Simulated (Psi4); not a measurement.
C2H5S (SMILES [CH2-]SC), charge -1, singlet, geometry from GFN2-xTB (a gas-phase anion, which may not be bound at this level); BLYP/6-31G (Psi4).

Here is a job for Psi4.
```
memory 2 GB

molecule mol {
-1 1
C     0.000708    1.571299   -0.363228
S    -0.000991    0.130738    0.536576
C     0.000784   -1.561197   -0.442108
H     0.907034    1.716463   -0.964811
H    -0.903377    1.716504   -0.968163
H    -0.000609   -2.352947    0.300181
H    -0.891040   -1.616197   -1.061855
H     0.894894   -1.616237   -1.058548
}

set {
  basis 6-31g
  reference rks
}

energy('blyp')
print_variables()
```

The log (banner, timings and long lists left out):

```
   => Loading Basis Set <=

    Name: 6-31G
    Role: ORBITAL
    Keyword: BASIS

         ---------------------------------------------------------
                                   SCF
               by Justin Turney, Rob Parrish, Andy Simmonett
                          and Daniel G. A. Smith
                              RKS Reference
         ---------------------------------------------------------

  ==> Geometry <==

    Molecular point group: c1
    Full point group: C1

    Geometry (in Angstrom), charge = -1, multiplicity = 1:

       Center              X                  Y                   Z               Mass
    ------------   -----------------  -----------------  -----------------  -----------------
         C            0.000819853472     1.536355709910    -0.424017648549    12.000000000000
         S           -0.000879146528     0.095794709910     0.475786351451    31.972071174400
         C            0.000895853472    -1.596140290090    -0.502897648549    12.000000000000
         H            0.907145853472     1.681519709910    -1.025600648549     1.007825032230
         H           -0.903265146528     1.681560709910    -1.028952648549     1.007825032230
         H           -0.000497146528    -2.387890290090     0.239391351451     1.007825032230
         H           -0.890928146528    -1.651140290090    -1.122644648549     1.007825032230
         H            0.895005853472    -1.651180290090    -1.119337648549     1.007825032230

  Running in c1 symmetry.

  Rotational constants: A =      0.83206  B =      0.21195  C =      0.18072 [cm^-1]
  Rotational constants: A =  24944.67150  B =   6354.01310  C =   5417.91739 [MHz]
  Nuclear repulsion =  100.320425874793401

  Charge       = -1
  Multiplicity = 1
  Electrons    = 34
  Nalpha       = 17
  Nbeta        = 17

  ==> Algorithm <==

  SCF Algorithm Type is DF.
  DIIS enabled.
  MOM disabled.
  Fractional occupation disabled.
  Guess Type is SAD.
  Energy threshold   = 1.00e-06
  Density threshold  = 1.00e-06
  Integral threshold = 1.00e-12

  ==> Primary Basis <==

  Basis Set: 6-31G
    Blend: 6-31G
    Number of shells: 27
    Number of basis functions: 41
    Number of Cartesian functions: 41
    Spherical Harmonics?: false
    Max angular momentum: 1

  ==> DFT Potential <==

   => LibXC <=

    Version 7.1.2
    S. Lehtola, C. Steigemann, M. J. T. Oliveira, and M. A. L. Marques,  SoftwareX 7, 1–5 (2018) (10.1016/j.softx.2017.11.002)

   => Composite Functional: BLYP <=

    BLYP GGA Exchange-Correlation Functional

    P.J. Stephens et. al., J. Phys. Chem., 98, 11623-11627, 1994
    B. Miehlich et. al., Chem. Phys. Lett., 157(3), 200-206 1989

    Deriv               =              1
    GGA                 =           TRUE
    Meta                =          FALSE

    Exchange Hybrid     =          FALSE
    MP2 Hybrid          =          FALSE

   => Exchange Functionals <=

    1.0000     XC_GGA_X_B88

   => Correlation Functionals <=

    1.0000     XC_GGA_C_LYP

   => LibXC Density Thresholds  <==

    XC_GGA_C_LYP:  1.00E-14
    XC_GGA_X_B88:  1.00E-15

   => Molecular Quadrature <=

    Radial Scheme          =       TREUTLER
    Pruning Scheme         =           NONE
    Nuclear Scheme         =       TREUTLER

    Blocking Scheme        =         OCTREE
    BS radius alpha        =              1
    Pruning alpha          =              1
    Radial Points          =             75
    Spherical Points       =            302
    Total Points           =         172613
    Total Blocks           =           1362
    Max Points             =            256
    Max Functions          =             41
    Weights Tolerance      =       1.00E-15

   => Loading Basis Set <=

    Name: (6-31G AUX)
    Role: JKFIT
    Keyword: DF_BASIS_SCF

  ==> Integral Setup <==

  SCF_SUBTYPE=INCORE selected. In-core MEM_DF algorithm will be used.
  Using in-core AOs.

  ==> MemDFJK: Density-Fitted J/K Matrices <==

    J tasked:                   Yes
    K tasked:                    No
    wK tasked:                   No
    Algorithm:                 Core
    Schwarz Cutoff:           1E-12
    Mask sparsity (%):       0.4759
    Fitting Condition:        1E-10

   => Auxiliary Basis Set <=

  Basis Set: (6-31G AUX)
    Blend: CC-PVDZ-JKFIT
    Number of shells: 129
    Number of basis functions: 417
    Number of Cartesian functions: 417
    Spherical Harmonics?: false
    Max angular momentum: 3

  Minimum eigenvalue in the overlap matrix is 1.7838302913E-02.
  Reciprocal condition number of the overlap matrix is 4.0450718798E-03.
    Using symmetric orthogonalization.

  ==> Pre-Iterations <==

  SCF Guess: Superposition of Atomic Densities via on-the-fly atomic UHF (no occupation information).

   -------------------------
    Irrep   Nso     Nmo
   -------------------------
     A         41      41
   -------------------------
    Total      41      41
   -------------------------

  ==> Iterations <==

                           Total Energy        Delta E     RMS |[F,P]|

   @DF-RKS iter SAD:  -476.75404958713960   -4.76754e+02   0.00000e+00
   @DF-RKS iter   1:  -476.67981600997769    7.42336e-02   2.33988e-02 DIIS/ADIIS
   @DF-RKS iter   2:  -475.40085224789806    1.27896e+00   3.36706e-02 DIIS/ADIIS
   @DF-RKS iter   3:  -477.06603116269662   -1.66518e+00   1.06969e-02 DIIS/ADIIS
   @DF-RKS iter   4:  -477.14025958999446   -7.42284e-02   8.63422e-03 DIIS/ADIIS
   @DF-RKS iter   5:  -477.21337564098775   -7.31161e-02   5.23452e-04 DIIS/ADIIS
   @DF-RKS iter   6:  -477.21362992228114   -2.54281e-04   3.33403e-04 DIIS/ADIIS
   @DF-RKS iter   7:  -477.21376579221339   -1.35870e-04   1.05683e-04 DIIS/ADIIS
   @DF-RKS iter   8:  -477.21378107759733   -1.52854e-05   6.80277e-06 DIIS
   @DF-RKS iter   9:  -477.21378114931571   -7.17184e-08   2.02388e-06 DIIS
   @DF-RKS iter  10:  -477.21378115447453   -5.15882e-09   1.13286e-07 DIIS
  Energy and wave function converged.

  ==> Post-Iterations <==

   Electrons on quadrature grid:
      Ntotal   =   33.9999896483 ; deviation = -1.035e-05

    Orbital Energies [Eh]
    ---------------------

    Doubly Occupied:

[...]
    Virtual:

[...]
    Final Occupation by Irrep:
              A
    DOCC [    17 ]
    NA   [    17 ]
    NB   [    17 ]

  @DF-RKS Final Energy:  -477.21378115447453

   => Energetics <=

    Nuclear Repulsion Energy =            100.3204258747934006
    One-Electron Energy =                -862.2949369808834490
    Two-Electron Energy =                 323.3523950354978069
    DFT Exchange-Correlation Energy =     -38.5916650838822761
    Empirical Dispersion Energy =           0.0000000000000000
    VV10 Nonlocal Energy =                  0.0000000000000000
    Total Energy =                       -477.2137811544745318

Computation Completed

Properties will be evaluated at   0.000000,   0.000000,   0.000000 [a0]

Properties computed using the SCF density matrix

 Multipole Moments:

 ------------------------------------------------------------------------------------
     Multipole            Electronic (a.u.)      Nuclear  (a.u.)        Total (a.u.)
 ------------------------------------------------------------------------------------

 L = 1.  Multiply by 2.5417464519 to convert [e a0] to [Debye]
 Dipole X            :         -0.0061610            0.0069715            0.0008105
 Dipole Y            :          0.9542084           -2.1790859           -1.2248775
 Dipole Z            :          3.3382213           -3.7908934           -0.4526721
 Magnitude           :                                                    1.3058474

 ------------------------------------------------------------------------------------

  Variable Map:
  ----------------------------------------------------------------------------
[...]
  Array Variable Map:
  ----------------------------------------------------------------------------
[...]
[...]
```
